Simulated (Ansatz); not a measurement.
**HF/STO-3G run of BH2Cl (SMILES BCl)**

Aim: the energy change on altering one bond length of BH2Cl at HF/STO-3G, from 2 runs. 

Program for the calculation: Ansatz 0.2.0.

56 further runs of the same task are left out: 2 that didn't finish, 54 set aside as unsound or not needed.

### 1 The system as given

BH2Cl: 4 atoms, total charge 0, spin state singlet. As SMILES, `BCl`. Geometry: relaxed at PBE0-D4/def2-TZVP.

Bond lengths: B1–Cl2 1.733 Å, B1–H3 1.190 Å, B1–H4 1.190 Å. Angles: Cl2–B1–H3 118.1°, Cl2–B1–H4 118.1°, H3–B1–H4 123.7°.

### 2 A single-point energy at HF/STO-3G

molecule.yaml

```yaml
crystal:
  periodic: [false, false, false]
  atoms:
    - {symbol: B, position_ang: [-0.116700, 0.021700, -0.075300]}
    - {symbol: Cl, position_ang: [1.365000, -0.395300, 0.721200]}
    - {symbol: H, position_ang: [-1.106200, -0.559500, 0.240400]}
    - {symbol: H, position_ang: [-0.086600, 0.872800, -0.906600]}
basis:
  gaussian: {orbitals: STO-3G}
hamiltonian: {xc: hf}
accuracy: high
```

The run is started by

```console
$ ansatz run molecule.yaml --threads 1 --pin off --max-ram 2610MiB --events-out events.jsonl --progress --plain --runs-dir runs
```

Standard output:

```text
Warning: RAYON_NUM_THREADS=1 ignored (pool sized by the plan → 1); use --threads N
Functional definition: HF
  name "HF"
  exchange = exact_x
  correlation = 0
263 factors; integrals over basis functions are off by at most 1.2e-8 eV
mean field evaluation 1: about -13063.6476 eV, gradient 1.7e1 eV
mean field evaluation 2: about -13063.6700 eV, gradient 1.7e1 eV
mean field evaluation 4: about -13064.9627 eV, gradient 8.6e-1 eV
mean field evaluation 8: about -13064.9657 eV, gradient 4.6e-6 eV
mean field -13064.96573360 eV, -480.1286349581 hartree, gradient 9.6e-8 eV, S^2 0.000000; 0 other end points of the search recorded, 0 dependent functions left out
reference -13064.96573360 eV, -480.1286349581 hartree; 12, 12 occupied and 4, 4 virtual orbitals, 263 factors
Total energy: -13064.96573360 eV, -480.1286349581 hartree
```

Wall time 0.08 s (1 thread of Arm Neoverse V1, shared host).

### 3 The distorted shape

molecule.yaml

```yaml
crystal:
  periodic: [false, false, false]
  atoms:
    - {symbol: B, position_ang: [-0.487115, 0.125947, -0.274420]}
    - {symbol: Cl, position_ang: [1.365000, -0.395300, 0.721200]}
    - {symbol: H, position_ang: [-1.476615, -0.455253, 0.041280]}
    - {symbol: H, position_ang: [-0.457015, 0.977047, -1.105720]}
basis:
  gaussian:
    orbitals: STO-3G
hamiltonian:
  xc: hf
accuracy: high
```

The run is started by

```console
$ ansatz run molecule.yaml --threads 1 --pin off --max-ram 2610MiB --events-out events.jsonl --progress --plain --runs-dir runs
```

Standard output:

```text
Warning: RAYON_NUM_THREADS=1 ignored (pool sized by the plan → 1); use --threads N
[... 4 set-up lines as earlier in the session ...]
258 factors; integrals over basis functions are off by at most 1.2e-8 eV
mean field evaluation 1: about -13061.1660 eV, gradient 1.8e1 eV
mean field evaluation 2: about -13061.1792 eV, gradient 1.8e1 eV
mean field evaluation 4: about -13063.4866 eV, gradient 1.3e0 eV
mean field evaluation 8: about -13063.4970 eV, gradient 5.6e-5 eV
mean field -13063.49703926 eV, -480.0746614365 hartree, gradient 8.3e-9 eV, S^2 0.000000; 0 other end points of the search recorded, 0 dependent functions left out
reference -13063.49703926 eV, -480.0746614365 hartree; 12, 12 occupied and 4, 4 virtual orbitals, 258 factors
Total energy: -13063.49703926 eV, -480.0746614365 hartree
```

Wall time 0.08 s (1 thread of Arm Neoverse V1, shared host).

### 4 What came out

At HF/STO-3G:

| quantity | value |
| --- | --- |
| first shape: total energy | -480.12863 Eh |
| distorted shape: total energy | -480.07466 Eh |
| energy change with the B1–Cl2 bond stretched from 1.733 to 2.166 Å | 1.469 eV |

With the B1–Cl2 bond stretched from 1.733 to 2.166 Å the energy rises by 1.47 eV (34 kcal/mol). The first shape isn't relaxed at this level, so the change isn't measured from a minimum. The minimal basis adds a large error of its own.
